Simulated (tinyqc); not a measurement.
Worked calculation: geometry optimisation on the RHF/sto-3g surface (energies and gradients from PySCF), for CH3+, spin multiplicity 1. Computed by tinyqc, a small Python program that keeps every step (integrals from PySCF). Settings: charge = 1, multiplicity = 1, basis = sto-3g, optimiser = bfgs, first Hessian = 0.3, largest step = 0.3, iteration cap = 30. Command: `OMP_NUM_THREADS=1 python tinyqc.py 26464 26465 out.jsonl` (the two numbers bound the seeds that draw the settings). One thread of a shared host (Intel(R) Xeon(R) Processor @ 2.60GHz), about 0.6 s of CPU time with the checks.

## Step 1: energy and gradient

positions at the start (bohr):
```
,x,y,z
1C,0.02268,0.02835,0.16441
2H,2.01445,0.00945,0.09071
3H,-1.03935,1.64784,0.06425
4H,-0.97321,-1.78768,0.00189
```

Self-consistent energy and analytic gradient at these positions.

energy = -38.7655767 hartree

gradient (hartree/bohr):
```
,x,y,z
1C,0.0056779,0.0737204,0.0148520
2H,-0.0639447,-0.0046132,-0.0055796
3H,0.0494617,-0.0859772,-0.0031247
4H,0.0088051,0.0168699,-0.0061478
```

## Step 1: move

Quasi-Newton step p = -H^(-1) g (first H = 0.3 times the unit matrix); steps longer than 0.3 bohr are cut back (factor 0.635 here).

positions after step 1 (bohr):
```
,x,y,z
1C,0.01066,-0.12774,0.13296
2H,2.14983,0.01922,0.10252
3H,-1.14407,1.82988,0.07087
4H,-0.99185,-1.82340,0.01491
```

## Step 2: energy and gradient

As before.

energy = -38.7683886 hartree

gradient (hartree/bohr):
```
,x,y,z
1C,-0.0185886,-0.1259129,0.0104160
2H,0.0113731,0.0075415,-0.0044670
3H,-0.0272445,0.0496632,-0.0057088
4H,0.0344600,0.0687082,-0.0002402
```

## Step 2: move

inverse Hessian in use (bohr^2/hartree), lower triangle:
```
,1,2,3,4,5,6,7,8,9,10,11,12
1,3.31526
2,-0.17075,1.94624
3,-0.01459,-0.02221,3.38068
4,0.09393,0.49978,-0.12244,3.50993
5,0.01050,0.08437,0.00090,-0.02917,3.32821
6,0.00517,0.00436,-0.01859,0.04945,-0.00009,3.34062
7,-0.08287,-0.51920,0.06799,-0.02157,0.03086,-0.02821,3.26104
8,0.14533,0.91907,-0.11484,0.02312,-0.05468,0.04779,0.13678,3.07625
9,0.00112,-0.02061,-0.01506,0.04769,0.00139,0.00582,-0.03127,0.05365,3.33757
10,0.00701,0.19017,0.06904,-0.24896,-0.01219,-0.02641,0.17673,-0.30523,-0.01754,3.39855
11,0.01492,0.38365,0.13616,-0.49373,-0.02456,-0.05206,0.35156,-0.60731,-0.03443,0.12725,3.58155
12,0.00829,0.03846,-0.01370,0.02529,-0.00220,0.00548,-0.00851,0.01340,0.00499,-0.02508,-0.04966,3.33656
```

Quasi-Newton step p = -H^(-1) g (the inverse Hessian comes from BFGS updates; coordinates in the order x, y, z of each atom); steps longer than 0.3 bohr are cut back.

positions after step 2 (bohr):
```
,x,y,z
1C,0.03908,0.01526,0.09171
2H,2.21735,0.01093,0.11910
3H,-1.16018,1.85336,0.08643
4H,-1.07168,-1.98160,0.02401
```

## Step 3: energy and gradient

As before.

energy = -38.7717246 hartree

gradient (hartree/bohr):
```
,x,y,z
1C,0.0261169,0.0325424,0.0039877
2H,0.0247965,-0.0036940,-0.0005118
3H,-0.0207611,0.0232260,-0.0009496
4H,-0.0301522,-0.0520744,-0.0025263
```

## Step 3: move

inverse Hessian in use (bohr^2/hartree), lower triangle:
```
,1,2,3,4,5,6,7,8,9,10,11,12
1,3.22948
2,-0.39163,1.89527
3,0.03841,-0.06141,3.40753
4,-0.07027,0.17425,-0.05399,3.21390
5,0.02666,0.10424,-0.00171,-0.00232,3.32607
6,-0.01808,0.01030,-0.02655,0.01730,0.00153,3.34268
7,-0.00049,-0.22415,-0.01104,0.15170,0.01186,0.00466,3.19521
8,0.03303,0.52821,-0.01096,-0.21094,-0.02925,0.00442,0.22833,2.94922
9,-0.01891,-0.00598,-0.02514,0.02179,0.00239,0.00881,-0.00143,0.01443,3.34136
10,0.17462,0.44152,0.02662,0.03800,-0.03620,-0.00388,-0.01309,-0.05042,-0.00145,3.13380
11,0.33194,0.80561,0.07408,0.03900,-0.06773,-0.01625,-0.01604,-0.11485,-0.01083,-0.35489,2.71032
12,-0.00142,0.05709,-0.02251,0.01490,-0.00221,0.00839,0.00781,-0.00788,0.00830,-0.02129,-0.04700,3.33914
```

As before.

positions after step 3 (bohr):
```
,x,y,z
1C,-0.00909,-0.00139,0.08505
2H,2.14532,0.01549,0.11969
3H,-1.09672,1.76921,0.08891
4H,-1.01494,-1.88537,0.02760
```

## Convergence

Stop when the largest gradient component is below 3e-5 hartree/bohr. The inverse Hessian follows the BFGS update with s = step, y = change of gradient.

Course of the optimisation:
```
step,E (hartree),largest gradient (hartree/bohr)
1,-38.7655767,8.60e-02
2,-38.7683886,1.26e-01
3,-38.7717246,5.21e-02
4,-38.7786842,2.60e-02
5,-38.7756858,6.67e-02
6,-38.7794457,4.31e-03
7,-38.7794735,1.63e-03
8,-38.7794762,2.44e-04
9,-38.7794767,1.54e-04
10,-38.7794768,6.05e-05
11,-38.7794768,7.88e-06
```

Final distances (angstrom):
```
pair,distance
2H-1C,1.12034
3H-1C,1.12035
3H-2H,1.94049
4H-1C,1.12034
4H-2H,1.94050
4H-3H,1.94050
```

Converged in 11 steps.
